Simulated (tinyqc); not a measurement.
Stretching all distances: RHF, UHF, MP2, CISD and CCSD against full CI in the sto-3g basis, for BH3, spin multiplicity 1. Computed by the program tinyqc with PySCF. All coordinates are multiplied by the scale. c0^2 is the weight of the RHF determinant in the lowest singlet FCI state (UHF is spin-contaminated and may lie near states of higher spin) and n(LUMO) the first natural occupation beyond the occupied space.

Geometry (angstrom):
```
atom        x        y       z
B      0.0000   0.0000  0.0240
H      1.1110   0.0000  0.0000
H     -0.5560   0.9630  0.0000
H     -0.5560  -0.9630  0.0000
```

Full CI energy (hartree) and errors against it (kcal/mol):
```
scale  distance 1-2 (angstrom)     E(FCI)      RHF     UHF     MP2    CISD    CCSD  <S^2> UHF   c0^2  n(LUMO)
0.960                    1.067  -26.09493   27.413  27.413   8.094   0.536   0.165      0.000  0.977    0.013
1.190                    1.322  -26.09527   42.113  42.113  14.055   1.505   0.388      0.000  0.953    0.034
1.430                    1.589  -25.96197   67.019  67.019  24.885   4.685   1.269      0.000  0.899    0.087
1.890                    2.100  -25.70404  150.336  67.683  65.873  29.151  12.223      1.744  0.632    0.439
```

Estimate the missing row, scale = 1.66.

Computed row:
```
scale  distance 1-2 (angstrom)     E(FCI)      RHF     UHF     MP2    CISD   CCSD  <S^2> UHF   c0^2  n(LUMO)
1.660                    1.845  -25.81695  102.496  92.576  41.626  12.745  4.228      0.678  0.797    0.206
```

UHF parts from RHF first at scale 1.66 of those listed, where <S^2> leaves zero. The weight c0^2 goes from 0.98 to 0.63 and n(LUMO) from 0.01 to 0.44: static correlation grows as the bonds break into open-shell fragments. The spread of the error along the curve, which distorts its shape, is CCSD 12.1, CISD 28.6, MP2 57.8, UHF 65.2, RHF 122.9 kcal/mol. The table stops here: at scale 2.13 and beyond, the reference weight falls under 0.45 or RHF, UHF or CCSD hop between solutions, so those rows were left out and the spreads given cover only the rows shown. As computed, partly on other solutions, the errors there reach in size RHF 260, UHF 45, MP2 101, CISD 81, CCSD 49 kcal/mol.
